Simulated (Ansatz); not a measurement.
Saddle point of CH₅AlO, closed shell (CH₅AlO ([CH3][O][AlH2]) → CH₃AlO ([CH3][O][Al]) + H₂; bonds formed: H2–H5, C4–H6; bonds broken: Al1–H2, Al1–H6, C4–H5), PBE0-D4/def2-TZVP structure:

| atom | x (Å) | y (Å) | z (Å) |
| --- | --- | --- | --- |
| Al1 | -0.6117 | -1.1451 | 0.7833 |
| H2 | -0.0648 | -1.4438 | -0.9493 |
| O3 | 0.8578 | -0.0462 | 1.0713 |
| C4 | 0.5776 | 0.8150 | 0.1498 |
| H5 | -0.1320 | -0.6225 | -1.0657 |
| H6 | -1.7452 | -0.0728 | 0.3866 |
| H7 | 1.2300 | 0.8823 | -0.7236 |
| H8 | -0.1117 | 1.6332 | 0.3478 |

Energies are electronic, without zero-point energy. Barriers and step energies count from the start structure reached by relaxing down the imaginary mode; all methods use the PBE0-D4 structures, on which another method's saddle can fall below an end. Program: Ansatz 0.2.0. Basis: def2-TZVPP, with def2-QZVPP for the basis limit. Cores are frozen in the correlated methods. B3LYP uses VWN-RPA correlation. Extrapolation: Hartree–Fock as exp(−7.88 √X), correlation as X^−2.97.

```
      method  barrier (kcal/mol)  step energy (kcal/mol)
       SPW92               59.65                   15.74
      PBE-D4               62.75                   12.67
     BLYP-D4               66.32                   10.72
   r2SCAN-D4                   ?                   18.02
      B97M-V               75.82                   20.48
     PBE0-D4                   ?                   15.66
    B3LYP-D4               74.77                   13.60
  r2SCAN0-D4               78.01                   18.85
    BHLYP-D4               87.19                   16.79
CAM-B3LYP-D4               82.92                   16.17
     wB97X-V               85.69                   18.57
     wB97M-V                   ?                   14.11
      B2PLYP               77.46                   15.22
    PBE-QIDH               80.99                   18.20
  RPA on PBE               75.54                   13.45
          HF              105.87                   19.37
         MP2               80.86                   16.65
        CCSD               84.59                   15.85
     CCSD(T)               77.76                   15.24
```

**Question.** Fill in the withheld barriers. (An estimate is asked for; the value comes from the calculation.)

**Answer.** Computed: PBE0-D4 73.32; wB97M-V 79.94; r2SCAN-D4 70.54 kcal/mol. Each is the energy of the saddle less that of the start structure, by the same method.

For comparison, the barrier by CCSD(T) at an estimated basis limit (MP2 extrapolated from triple and quadruple zeta, plus CCSD(T) − MP2 in triple zeta) is 77.82 kcal/mol.

T1 diagnostic: at most 0.034. The T1 diagnostic is large here, which may signal multireference character or strong orbital relaxation, so CCSD(T) is less sure. The restricted Hartree–Fock reference is unstable towards an unrestricted one at one or more of these structures. A large double-excitation amplitude points to some diradical character; no triplet was computed.

Labels in which every atom is bracketed show which atoms are joined, not bond orders.

For scale, one of the runs: CCSD(T)/def2-TZVPP, 174 basis functions, launched by `ansatz run in.yaml --threads 2 --pin off --events-out ev --progress --plain --max-ram 4352MiB`. Time: 14 s of wall clock on 2 CPU threads of an Intel Xeon 6975P-C; the host was shared. Peak host memory: 1.6 GiB.
